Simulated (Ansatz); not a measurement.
Worked example: BH2F + C2H6O → BH2(OH) + C2H5F

Species: BH2F `BF`, singlet; C2H6O `CCO`, singlet; BH2(OH), singlet; C2H5F `CCF`, singlet. The partners trade F for OH: B–F and C–OH bonds give way to B–OH and C–F.

Shapes, held fixed at every level: PBE0-D4/def2-TZVP. Flexible molecules stand in one conformer, not always the lowest. Programs: Ansatz 0.2.0. The zero-point and thermal change to 298 K, harmonic and unscaled (PBE0-D4/def2-TZVP), is +1.2 kJ/mol.

At CCSD(T)/CBS estimate; 1 Eh = 2625.50 kJ/mol:

```
species  energy (Eh)
   BH2F  -125.820391
  C2H6O  -154.882558
BH2(OH)  -101.804136
  C2H5F  -178.901408
```

Task: Work out ΔH(298 K) of the reaction at this level.

Result: 
1. Products less reactants: (-101.804136) + (-178.901408) − [(-125.820391) + (-154.882558)] = -0.002595 Eh = -6.8 kJ/mol.
2. With the thermal change: -6.8 + (+1.2) = -5.6 kJ/mol.

Other levels give -10.1 (r2SCAN-D4/def2-TZVPP) to -3.2 kJ/mol (MP2/def2-TZVPP). No measured value is set beside it here. The CBS estimate extrapolates MP2 from def2-TZVPP and def2-QZVPP and adds CCSD(T) − MP2 in the triple-zeta set, cores frozen.
